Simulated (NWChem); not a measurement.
## fluorine (F2) in NWChem

SMILES: FF
```xyz
2

F      0.0000     0.0000     0.6882
F      0.0000     0.0000    -0.6882
```
Charge 0, spin multiplicity 1.

Everything below was run with NWChem. The geometry was optimised at PBE0/def2-SVP, a minimum by its harmonic frequencies.

Symmetry labels belong to the abelian group D2h used in the runs, with the axes of the coordinates shown; states degenerate in a higher group split over its labels.

Problem. List the lowest 6 singlet excitations that TD-LDA (SVWN5)/def2-SVPD gives, with oscillator strengths.

Solution. 
```tsv
state	symmetry	energy (eV)	wavelength (nm)	f
1	b3u	4.62	269	0.000
2	b2u	4.62	269	0.000
3	b3g	8.33	149	0.000
4	b2g	8.33	149	0.000
5	b3g	11.99	103	0.000
6	b2g	11.99	103	0.000
```
